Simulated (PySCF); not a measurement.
**From orbital energies to excitation energies**

C5H11F.
SMILES: `[C@@H](CF)(C)CC`

Computed, not measured: TDDFT CAM-B3LYP/def2-SVPD, vertical, gas phase, core orbitals frozen in the response in PySCF 2.14.0, density-fitted response routines. The structure is a single PBE0-D3(BJ)/def2-SVP conformer in the gas phase; no vibrational or solvent corrections. Torsions of this conformer, `[CH3:1][CH2:2][C@@H:3]([CH3:4])[CH2:5][F:6]`: C1–C2–C3–C4 175°, C2–C3–C5–F6 -60°.

Orbital energies (eV): HOMO-3 -11.24, HOMO-2 -10.80, HOMO-1 -10.50, HOMO -10.41, LUMO 1.30, LUMO+1 1.85, LUMO+2 1.98.

Task: Among the lowest singlets, which states do these configurations lead, and at what energies: HOMO→LUMO, HOMO-2→LUMO, HOMO-1→LUMO?

Result: 

```tsv
state	leading configuration	weight	Δε (eV)	E (eV)	E − Δε (eV)	f	other configurations
S1	HOMO→LUMO	0.89	11.71	8.73	-2.98	0.018	–
S2	HOMO-1→LUMO	0.87	11.80	8.81	-2.99	0.014	–
S3	HOMO-2→LUMO	0.79	12.10	9.10	-3.00	0.0091	–
```

E − Δε runs from -3.00 to -2.98 eV. Among themselves, these states come in the order of their orbital differences. Δε is the difference of the two orbital energies.

H and L stand for HOMO and LUMO. The other states: S4 9.33 eV, f 0.013, H-3→L (40%), H→L+2 (30%); S5 9.38 eV, f 0.0090, H→L+2 (45%), H→L+1 (15%), H→L+3 (14%); S6 9.45 eV, f 0.021, H-1→L+2 (53%), H→L+1 (11%), H-1→L+3 (9%); S7 9.47 eV, f 0.011, H-4→L (41%), H-1→L+2 (17%), H→L+1 (9%); S8 9.54 eV, f 0.054, H-1→L+1 (38%), H→L+1 (27%), H-5→L (8%); S9 9.66 eV, f 0.042, H→L+3 (28%), H-1→L+1 (26%), H→L+1 (14%); S10 9.76 eV, f 0.055, H-2→L+2 (38%), H→L+3 (20%), H-1→L+1 (14%).

Task: Pair triplets and singlets of the same leading configuration (75% or more in both) and give the splittings.

Result: 

```csv
configuration,triplet,E(T) (eV),singlet,E(S) (eV),E(S) − E(T) (eV)
HOMO→LUMO,T1,8.48,S1,8.73,+0.25
HOMO-1→LUMO,T2,8.59,S2,8.81,+0.22
```

The 4 triplets are Tamm–Dancoff values, the singlets full response.

Summed over the main configurations (up to three a state, each over 8%) of all 10 singlets, the electron leaves HOMO with weight 3.01, HOMO-1 with weight 2.44, HOMO-2 with weight 1.17 and HOMO-4 with weight 0.41.

All these states lie below the vertical ionisation energy of 11.23 eV (ΔSCF).
